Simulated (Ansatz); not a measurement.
Structure optimisation: cobalt, hcp

Level of theory: Ansatz, DFT, RPBE, plane waves (420 eV) with PAW, scalar-relativistic. (PAW data from PBE, frozen cores regenerated.)

k-point mesh 14×14×8, Fermi-Dirac smearing 0.05 eV, starting moments 1.70 ×2 μB. Cell and atoms relax.

Starting structure:

```
CELL_PARAMETERS angstrom
2.50710 0.00000 0.00000
-1.25355 2.17121 0.00000
0.00000 0.00000 4.06860
ATOMIC_POSITIONS crystal
Co 0.33333 0.66667 0.25000
Co 0.66667 0.33333 0.75000
```

Task: What cell does the relaxation end in?

Result: P6_3/mmc (spin ignored) with a = 2.519 Å, c = 4.069 Å (c/a = 1.615); 11.18 Å³ per atom against 11.07 at the start (1.0 %).

Task: How much energy does the relaxation gain?

Result: 0.8 meV per atom.

Path of the relaxation (the plane waves are chosen anew near the end, which can shift the energy a little):

```
step  E − E(final) (meV/atom)  V (Å³/atom)  P (GPa)  max force (eV/Å)
   0                     0.78       11.074     1.86             0.000
   1                     0.26       11.129     0.91             0.000
   2                     0.12       11.184     0.00             0.000
   3                     0.00       11.184     0.01             0.000
```

Task: Which magnetic state does it end in?

Result: ferromagnetic, net 1.66 μB per atom; moments 1.74 ×2 μB.
